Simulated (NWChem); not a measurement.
System: formaldehyde (CH$_{2}$O); SMILES C=O

Input file for NWChem:

```
start job
memory heap 200 mb stack 900 mb global 1100 mb
geometry units angstroms noautoz
  C      0.000000     0.000000     0.520248
  O      0.000000     0.000000    -0.675823
  H      0.000000    -0.944428     1.122116
  H      0.000000     0.944428     1.122116
end
basis spherical
  * library def2-svp
end
dft
  xc b3lyp
  iterations 150
  mulliken
end
task dft energy
```

The geometry was optimised at PBE0/def2-SVP.

### Question
Predict the main results of this run. (B3LYP/def2-SVP.) Quantities: basis functions; energy (Ha); highest occupied level (eV); orbital gap (eV); dipole (D).

### Answer
```yaml
number_of_basis_functions: 38
energy (Ha): -114.42
highest occupied level (eV): -7.37
orbital gap (eV): 6.13
dipole (D): 2.11
```
